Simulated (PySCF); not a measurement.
Ionisation energy of O by level of theory

O [He] 2s2 2p4 (3P) → O⁺ [He] 2s2 2p3 (4S), as a difference of total energies. Calculation: PySCF 2.14, in def2-SVP (3s2p1d, 14 functions); no relativity, point nucleus. Correlated levels: valence: 1s2 frozen. The calculations carry no spin-orbit coupling.

**Question.** Order these methods by the ionisation energy they give, lowest first.
A. M06-2X
B. SCS-MP2 (valence)
C. r2SCAN
D. MP2 (valence)

**Answer.** D (12.963 eV), B (12.985 eV), A (13.631 eV), C (13.653 eV).

Errors of the correlated levels include the incompleteness of this basis and the frozen core.

For comparison: 13.608 eV (measured; NIST levels, between the centres of gravity of the two terms).
